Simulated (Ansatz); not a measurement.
## PS$_{2}$, doublet: the ladder up to UCCSDT(Q)

Geometry: a point of a stretch scan, not a stationary point.

```xyz
3

S     0.0000   -0.1887    1.6106
P     0.0000    0.4865    0.0711
S     0.0000   -0.2812   -1.6793
```

Basis cc-pVDZ; Ansatz 0.2.0. Only valence electrons are correlated (noble-gas cores frozen), which leaves 17 electrons in 39 orbitals. Prefix R: restricted or restricted open-shell reference; prefix U: unrestricted. Active spaces: pair = (3e, 3o) about the gap; valence = (13e, 10o, short of the full valence) chosen from the atoms' valence shells.

Full CI isn't at hand for all of this; UCCSDT(Q) serves as the reference, and is uncertain by about the last step of the cluster series. The frozen core follows each run's orbitals, which can shift R against U totals by a few meV.

For open shells CISD is restricted-active-space CI with the open shells as a complete middle space.

The UHF ⟨S²⟩ is 0.776. The T1 diagnostic (RCCSD) is 0.0262, the largest doubles amplitude (RCCSD) is 0.077 and the T1 diagnostic (UCCSD) is 0.0217.

```tsv
level	E − E(UCCSDT(Q)) (kJ/mol)	share of correlation (%)	wall time
RHF	1063.4	0.00	–
UHF	1047.4	1.51	–
RMP2	114.4	89.24	–
UMP2	121.1	88.61	–
CISD	178.7	83.20	7.5 s
RCCSD	53.4	94.98	–
UCCSD	52.6	95.05	–
RCCSD(T)	7.4	99.30	5.5 s
UCCSD(T)	7.7	99.27	7 s
BCCD(T)	7.4	99.30	5.5 s
RCCSDT	4.6	99.57	–
UCCSDT	4.5	99.58	–
RCCSDT(Q)	0.5	99.95	85 s
CASSCF (pair space)	1030.9	3.06	–
NEVPT2 (pair space)	129.4	87.83	4.9 s
MRCISD (pair space)	170.9	83.93	–
MRCISD+Q (pair space)	38.3	96.40	5.5 s
CASSCF (valence space)	860.0	19.13	–
NEVPT2 (valence space)	150.2	85.87	7 s
MRCISD (valence space)	108.4	89.81	–
MRCISD+Q (valence space)	13.2	98.75	12 s
```

The correlation energy at UCCSDT(Q), counted from RHF, is -11.022 eV. That run took 73 s on 1 thread of Arm Neoverse V1, shared host.

Times hold each run's SCF and search for its determinant on a shared host, so for small cases they say little of a method's own cost; they ran on 1 thread of Arm Neoverse V1.

Natural occupations of CASSCF (valence space) about the gap: 1.976 1.975 1.966 1.954 1.021 0.074 0.036 0.023; effectively unpaired electrons, Σ n²(2−n)², 1.04.
